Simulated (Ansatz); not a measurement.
**CH2Cl2: where a starting geometry ends**

The starting geometry of this gas-phase singlet was optimised with GFN2-xTB.

```yaml
atoms:
  - { symbol: C, position_ang: [-0.5541, -1.0766, -0.1085] }
  - { symbol: Cl, position_ang: [0.2129, -1.4950, -1.6564] }
  - { symbol: Cl, position_ang: [0.5288, 0.3498, 0.5938] }
  - { symbol: H, position_ang: [-1.4518, -0.4934, -0.3918] }
  - { symbol: H, position_ang: [1.4018, -0.4100, 1.1564] }
```

Q: Where would you expect an optimisation with BLYP-D3(BJ)/def2-SVP to take it?

A: It rearranges to `ClCCl`. Contacts that open: Cl3–H5 (1.29 → 2.39 Å). Contacts that close: C1–H5 (2.42 → 1.10 Å).

The energy falls by 4.08 eV over 25 steps:

```
step  E − E(last) (eV)
   1             4.075
   4             3.437
   6             3.354
   9             3.318
  12             3.110
  14             2.743
  17             1.913
  20             0.296
  22             0.011
  25             0.000
```

Final geometry (Å):

```xyz
5

C    -0.0613   -0.6912    0.0139
Cl    0.2825   -1.3453   -1.6325
Cl    0.7946    0.8562    0.3737
H    -1.1455   -0.5043    0.0856
H     0.2671   -1.4408    0.7527
```

No frequencies were run, so the end isn't proven a minimum. Run with Ansatz 0.2.0, 64 s on 1 thread of AMD EPYC (Zen 3), on a shared host.
